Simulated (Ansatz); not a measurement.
# C2H5FS: basis-set convergence

How large a basis does C2H5FS need? Two functionals are run in growing sets.

The runs use Ansatz 0.2.0, Gaussian basis; one geometry, several basis sets.

The runs, in order: PBE0-D4/def2-SVP; ωB97M-V/def2-SVP; PBE0-D4/def2-QZVPP; ωB97M-V/def2-QZVPP; the functionals' def2-TZVPP values are taken from earlier runs.

**1. Structure used throughout**

All runs share one geometry, relaxed beforehand with PBE0-D4/def2-TZVP.

SMILES `CSCF`, 9 atoms, charge 0, spin multiplicity 1.

Atoms are counted from 1 here; the program's logs count them from 0.

Bond lengths: C1–S2 1.799 Å, C1–H5 1.091 Å, C1–H6 1.089 Å, C1–H7 1.090 Å, S2–C3 1.777 Å, C3–F4 1.381 Å, C3–H8 1.092 Å, C3–H9 1.093 Å. Angles: S2–C1–H5 111.1°, S2–C1–H6 110.8°, S2–C1–H7 106.9°, H5–C1–H6 110.3°, H5–C1–H7 108.9°, H6–C1–H7 108.9°, C1–S2–C3 99.9°, S2–C3–F4 113.2°, S2–C3–H8 106.9°, S2–C3–H9 110.7°, F4–C3–H8 108.5°, F4–C3–H9 107.4°, H8–C3–H9 110.2°.

**2. PBE0-D4 in def2-SVP**

Input file in.yaml:

```yaml
crystal:
  periodic: [false, false, false]
  atoms:
    - {symbol: C, position_ang: [-0.632991, 1.035957, 0.624993]}
    - {symbol: S, position_ang: [0.089444, 0.664657, -0.980338]}
    - {symbol: C, position_ang: [0.607522, -1.012136, -0.701235]}
    - {symbol: F, position_ang: [1.696291, -1.111053, 0.142677]}
    - {symbol: H, position_ang: [-1.475898, 0.376354, 0.837517]}
    - {symbol: H, position_ang: [0.115323, 0.957791, 1.412957]}
    - {symbol: H, position_ang: [-0.992402, 2.064107, 0.580512]}
    - {symbol: H, position_ang: [0.884184, -1.424293, -1.674203]}
    - {symbol: H, position_ang: [-0.203072, -1.597784, -0.260081]}
basis:
  gaussian: {orbitals: def2-SVP}
hamiltonian: {xc: pbe0, dispersion: d4}
output: {orbitals: {seedname: orbitals}}
```

Run with:

```console
$ ansatz run in.yaml --threads 2 --pin off --events-out ev --progress --plain --max-ram 4352MiB
```

Further steps of the session: ωB97M-V in def2-SVP; PBE0-D4 in def2-QZVPP; ωB97M-V in def2-QZVPP.

**Question.** What will the summary of the whole plan be? Wanted: PBE0-D4: double and triple zeta above quadruple; ωB97M-V: double and triple zeta above quadruple.

As calculated:

| quantity | value |
| --- | --- |
| PBE0-D4: double and triple zeta above quadruple | 10.27, 0.60 eV |
| ωB97M-V: double and triple zeta above quadruple | 10.45, 0.59 eV |

What this shows: PBE0-D4 gains 9.67 eV from double to triple zeta, then 0.60 eV more. Total energies overstate the basis error of differences, where much of it tends to cancel. The LUMO of ωB97M-V is positive and keeps falling with the basis (3.45 to 1.85 eV): an unbound level that the basis holds in place.
